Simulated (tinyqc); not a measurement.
Worked calculation: extended Hueckel theory, for SiH4. One step of it, computed by the program tinyqc.

Task: Mulliken analysis. P = C n C^T; charge = valence electrons (H 1, Si 4) minus the sum of (P S)_ii on the atom; overlap population = 2 sum P_ij S_ij between two atoms.

coefficients:
```
              MO1        MO2        MO3        MO4        MO5        MO6        MO7        MO8
1Si 3s   0.605082   0.000000   0.000000   0.000000   0.000000   0.000000   0.000000   1.376372
1Si 3px  0.000000  -0.060414   0.191608  -0.343553   0.954924  -0.615932   0.321221   0.000000
1Si 3py  0.000000  -0.049284   0.341156   0.198938   0.669916   0.960982  -0.148865   0.000000
1Si 3pz  0.000000   0.390274   0.072742  -0.028060  -0.183761   0.302615   1.126540   0.000000
2H 1s    0.218332   0.255810   0.552060  -0.157434  -0.638484  -0.286954  -0.575488  -0.673567
3H 1s    0.218332  -0.365973  -0.202669  -0.469024  -0.207693   0.832743   0.290848  -0.673567
4H 1s    0.218332  -0.345678   0.070026   0.520190   0.044858  -0.564591   0.707400  -0.673567
5H 1s    0.218332   0.455840  -0.419417   0.106268   0.801318   0.018801  -0.422760  -0.673567
```

occupations: 2.000000  2.000000  2.000000  2.000000  0.000000  0.000000  0.000000  0.000000

overlap S, lower triangle:
```
           1Si 3s    1Si 3px    1Si 3py    1Si 3pz     2H 1s     3H 1s     4H 1s     5H 1s
1Si 3s   1.000000
1Si 3px  0.000000   1.000000
1Si 3py  0.000000   0.000000   1.000000
1Si 3pz  0.000000   0.000000   0.000000   1.000000
2H 1s    0.396406   0.291942   0.291942   0.291942  1.000000
3H 1s    0.396406   0.291942  -0.291942  -0.291942  0.042397  1.000000
4H 1s    0.396406  -0.291942   0.291942  -0.291942  0.042397  0.042397  1.000000
5H 1s    0.396406  -0.291942  -0.291942   0.291942  0.042397  0.042397  0.042397  1.000000
```

Give: charges; Overlap populations.

Result:

charges: 1Si 0.8866, 2H -0.2217, 3H -0.2217, 4H -0.2217, 5H -0.2217

Overlap populations:
```
pair      value
2-1    0.715391
3-1    0.715391
3-2   -0.014245
4-1    0.715391
4-2   -0.014245
4-3   -0.014245
5-1    0.715391
5-2   -0.014245
5-3   -0.014245
5-4   -0.014245
```
